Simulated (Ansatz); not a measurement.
# CH₄OSi (SMILES C[Si]O): single points off equilibrium

The task here is to estimate one member of a computed series from the others.

Computed with Ansatz 0.2.0, Gaussian basis. Level: single points in def2-TZVPP.

Correlated methods freeze the cores.

### The system as given

7 atoms, charge 0, spin multiplicity 1.

Atoms are counted from 1 here; the program's logs count them from 0.

Bond lengths: C1–Si2 1.921 Å, C1–H4 1.176 Å, C1–H5 1.087 Å, C1–H6 1.182 Å, Si2–O3 1.681 Å, O3–H7 1.004 Å. Angles: Si2–C1–H4 114.7°, Si2–C1–H5 115.7°, Si2–C1–H6 112.1°, H4–C1–H5 106.4°, H4–C1–H6 105.3°, H5–C1–H6 101.3°, C1–Si2–O3 103.8°, Si2–O3–H7 123.8°.

Coordinates:

```xyz
7
charge 0, multiplicity 1
C    -0.6115    0.4758   -0.3650
Si    1.2033    0.0428   -0.8230
O     1.6821   -1.0129    0.3945
H    -1.3821   -0.3961   -0.5354
H    -1.0258    1.3511   -0.8577
H    -0.7239    0.7748    0.7735
H     1.1193   -1.2315    1.1970
```

Set-up of the first run:

File run/in.yaml:

```yaml
crystal:
  periodic: [false, false, false]
  atoms:
    - {symbol: C, position_ang: [-0.611500, 0.475800, -0.365000]}
    - {symbol: Si, position_ang: [1.203300, 0.042800, -0.823000]}
    - {symbol: O, position_ang: [1.682100, -1.012900, 0.394500]}
    - {symbol: H, position_ang: [-1.382100, -0.396100, -0.535400]}
    - {symbol: H, position_ang: [-1.025800, 1.351100, -0.857700]}
    - {symbol: H, position_ang: [-0.723900, 0.774800, 0.773500]}
    - {symbol: H, position_ang: [1.119300, -1.231500, 1.197000]}
basis:
  gaussian: {orbitals: def2-TZVPP}
correlation: {method: ccsd_t}
output: {forces: true}
```

The command line of these runs was not kept.

Among the steps run: CCSD(T)/def2-TZVPP; PBE0-D4/def2-TZVPP; wB97M-V/def2-TZVPP; r2SCAN-D4/def2-TZVPP; PBE-D4/def2-TZVPP; HSE06-D4/def2-TZVPP; LC-wPBE/def2-TZVPP.

One of the session's tables, all rows but one given; the rest of the session is left out.

| method | RMS force component (eV/Å) | angle to CCSD(T) forces (°) | dipole (D) |
| --- | --- | --- | --- |
| CCSD(T) | 1.050 | reference | 2.17 |
| PBE0-D4 | ? | ? | ? |
| wB97M-V | 1.068 | 2.6 | 2.17 |
| r2SCAN-D4 | 1.012 | 3.1 | 2.38 |
| PBE-D4 | 0.907 | 9.0 | 2.26 |
| HSE06-D4 | 1.061 | 3.0 | 2.33 |
| LC-wPBE | 1.123 | 4.5 | 2.48 |

Estimate the missing values for PBE0-D4.

The run gave: RMS force component (eV/Å): 1.064; angle to CCSD(T) forces (°): 3.1; dipole (D): 2.34. In the column «RMS force component (eV/Å)» it lies between HSE06-D4 (1.061) and wB97M-V (1.068).
